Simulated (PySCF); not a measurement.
PySCF input (TPSSh/def2-TZVPD):

```python
from pyscf import gto, scf, dft

mol = gto.M(
    atom='''
    Be   -0.00000000   -0.00000000   -0.26948411
    H     0.00000000    0.00000000    1.07793645
    ''',
    basis='def2-tzvpd',
    charge=0,
    spin=1,
    symmetry='C2v',
    verbose=4,
)

mf = dft.UKS(mol, xc='tpssh').density_fit(auxbasis='def2-universal-jkfit')
mf.grids.level = 3
mf.conv_tol = 1e-9
mf.max_cycle = 100
mf.max_memory = 1500
mf.kernel()
if not mf.converged:
    mf = mf.newton()
    mf.kernel(mf.make_rdm1())
mf.analyze()
```

End of the output:

```
Extra cycle  E= -15.2640994457509  delta_E= -1.88e-12  |g|= 3.96e-07  |ddm|= 3.56e-06
converged SCF energy = -15.2640994457509  <S^2> = 0.75084785  2S+1 = 2.0008477
**** SCF Summaries ****
Total Energy =                         -15.264099445750915
Nuclear Repulsion Energy =               1.570934054680003
One-electron Energy =                  -22.795763486018551
Two-electron Energy =                    5.960729985587632
Two-electron Coulomb Energy =            9.153353415298119
DFT Exchange-Correlation Energy =       -3.192623429710487
HOMO-LUMO gap [eV] =                     1.583829454726323
Wave-function symmetry = A1
alpha occupancy for each irrep:     A1   A2   B1   B2
                                     3    0    0    0
beta  occupancy for each irrep:     A1   A2   B1   B2
                                     2    0    0    0
**** MO energy ****
alpha MO #1 (A1 #1), energy= -4.02185349753346 occ= 1
alpha MO #2 (A1 #2), energy= -0.338595768209638 occ= 1
alpha MO #3 (A1 #3), energy= -0.191160691277409 occ= 1
alpha MO #4 (B1 #1), energy= -0.060917058486226 occ= 0
alpha MO #5 (B2 #1), energy= -0.060917058486226 occ= 0
alpha MO #6 (A1 #4), energy= 0.029854305584871 occ= 0
alpha MO #7 (A1 #5), energy= 0.0342001120376279 occ= 0
alpha MO #8 (B1 #2), energy= 0.0527497434362931 occ= 0
alpha MO #9 (B2 #2), energy= 0.0527497434362927 occ= 0
alpha MO #10 (A1 #6), energy= 0.117308400177653 occ= 0
alpha MO #11 (B1 #3), energy= 0.1677955999393 occ= 0
alpha MO #12 (B2 #3), energy= 0.1677955999393 occ= 0
alpha MO #13 (A1 #7), energy= 0.19648387157124 occ= 0
alpha MO #14 (B1 #4), energy= 0.294436095345419 occ= 0
alpha MO #15 (B2 #4), energy= 0.294436095345418 occ= 0
alpha MO #16 (A1 #8), energy= 0.339896381696017 occ= 0
alpha MO #17 (A2 #1), energy= 0.351157364821802 occ= 0
alpha MO #18 (A1 #9), energy= 0.351157368752544 occ= 0
alpha MO #19 (A1 #10), energy= 0.408329911357647 occ= 0
alpha MO #20 (B1 #5), energy= 0.473561962349788 occ= 0
alpha MO #21 (B2 #5), energy= 0.473561962349788 occ= 0
alpha MO #22 (A1 #11), energy= 0.540999320289682 occ= 0
alpha MO #23 (A1 #12), energy= 0.643409547626079 occ= 0
alpha MO #24 (B1 #6), energy= 1.69031620240038 occ= 0
alpha MO #25 (B2 #6), energy= 1.69031620240038 occ= 0
alpha MO #26 (A1 #13), energy= 2.07093139139341 occ= 0
alpha MO #27 (A1 #14), energy= 2.76439034867541 occ= 0
alpha MO #28 (B1 #7), energy= 5.16603809997291 occ= 0
alpha MO #29 (B2 #7), energy= 5.16603809997291 occ= 0
alpha MO #30 (A1 #15), energy= 5.61437779225466 occ= 0
alpha MO #31 (A1 #16), energy= 7.21542283861982 occ= 0
beta  MO #1 (A1 #1), energy= -4.01294763815155 occ= 1
beta  MO #2 (A1 #2), energy= -0.322425221507666 occ= 1
beta  MO #3 (A1 #3), energy= -0.132956031890995 occ= 0
beta  MO #4 (B1 #1), energy= -0.0423466864289609 occ= 0
beta  MO #5 (B2 #1), energy= -0.0423466864289608 occ= 0
beta  MO #6 (A1 #4), energy= 0.035142763574795 occ= 0
beta  MO #7 (A1 #5), energy= 0.0617794734611889 occ= 0
beta  MO #8 (B1 #2), energy= 0.0665279238978439 occ= 0
beta  MO #9 (B2 #2), energy= 0.0665279238978436 occ= 0
beta  MO #10 (A1 #6), energy= 0.122338861866837 occ= 0
beta  MO #11 (B1 #3), energy= 0.175889026398413 occ= 0
beta  MO #12 (B2 #3), energy= 0.175889026398413 occ= 0
beta  MO #13 (A1 #7), energy= 0.205308587988985 occ= 0
beta  MO #14 (B1 #4), energy= 0.302858926327113 occ= 0
beta  MO #15 (B2 #4), energy= 0.302858926327114 occ= 0
beta  MO #16 (A1 #8), energy= 0.350362543492118 occ= 0
beta  MO #17 (A1 #9), energy= 0.365849770049178 occ= 0
beta  MO #18 (A2 #1), energy= 0.365849988001892 occ= 0
beta  MO #19 (A1 #10), energy= 0.405796537172557 occ= 0
beta  MO #20 (B1 #5), energy= 0.461146868183997 occ= 0
beta  MO #21 (B2 #5), energy= 0.461146868183997 occ= 0
beta  MO #22 (A1 #11), energy= 0.550803651983261 occ= 0
beta  MO #23 (A1 #12), energy= 0.638970930459497 occ= 0
beta  MO #24 (B1 #6), energy= 1.71687339806492 occ= 0
beta  MO #25 (B2 #6), energy= 1.71687339806492 occ= 0
beta  MO #26 (A1 #13), energy= 2.09341496809069 occ= 0
beta  MO #27 (A1 #14), energy= 2.80201838604966 occ= 0
beta  MO #28 (B1 #7), energy= 5.17246481837318 occ= 0
beta  MO #29 (B2 #7), energy= 5.17246481837318 occ= 0
beta  MO #30 (A1 #15), energy= 5.62795391808665 occ= 0
beta  MO #31 (A1 #16), energy= 7.22168354782356 occ= 0
 ** Mulliken pop alpha/beta on meta-lowdin orthogonal AOs **
 ** Mulliken pop       alpha | beta **
pop of  0 Be 1s        0.99997 | 0.99994
pop of  0 Be 2s        0.90223 | 0.31126
pop of  0 Be 3s        0.00674 | 0.00210
pop of  0 Be 4s        0.00004 | 0.00001
pop of  0 Be 5s        0.00036 | 0.00006
pop of  0 Be 2px       0.00000 | 0.00000
pop of  0 Be 2py       0.00000 | 0.00000
pop of  0 Be 2pz       0.14513 | 0.02070
pop of  0 Be 3px       0.00000 | 0.00000
pop of  0 Be 3py       0.00000 | 0.00000
pop of  0 Be 3pz       0.00403 | 0.00389
pop of  0 Be 4px       0.00000 | 0.00000
pop of  0 Be 4py       0.00000 | 0.00000
pop of  0 Be 4pz       0.00122 | 0.00017
pop of  0 Be 5px       0.00000 | 0.00000
pop of  0 Be 5py       0.00000 | 0.00000
pop of  0 Be 5pz       0.00389 | 0.00162
pop of  0 Be 3dxy      0.00000 | 0.00000
pop of  0 Be 3dyz      0.00000 | 0.00000
pop of  0 Be 3dz^2     0.02293 | 0.00049
pop of  0 Be 3dxz      0.00000 | 0.00000
pop of  0 Be 3dx2-y2    0.00000 | 0.00000
pop of  1 H 1s        0.85931 | 0.65167
pop of  1 H 2s        0.02162 | 0.00038
pop of  1 H 3s        0.01651 | 0.00212
pop of  1 H 2px       0.00000 | 0.00000
pop of  1 H 2py       0.00000 | 0.00000
pop of  1 H 2pz       0.01459 | 0.00509
pop of  1 H 3px       0.00000 | 0.00000
pop of  1 H 3py       0.00000 | 0.00000
pop of  1 H 3pz       0.00143 | 0.00049
In total             3.00000 | 2.00000
 ** Mulliken atomic charges   ( Nelec_alpha | Nelec_beta ) **
charge of  0Be =      0.57322  (     2.08654      1.34024 )
charge of  1H =     -0.57322  (     0.91346      0.65976 )
Dipole moment(X, Y, Z, Debye):  0.00000,  0.00000, -0.19542
```
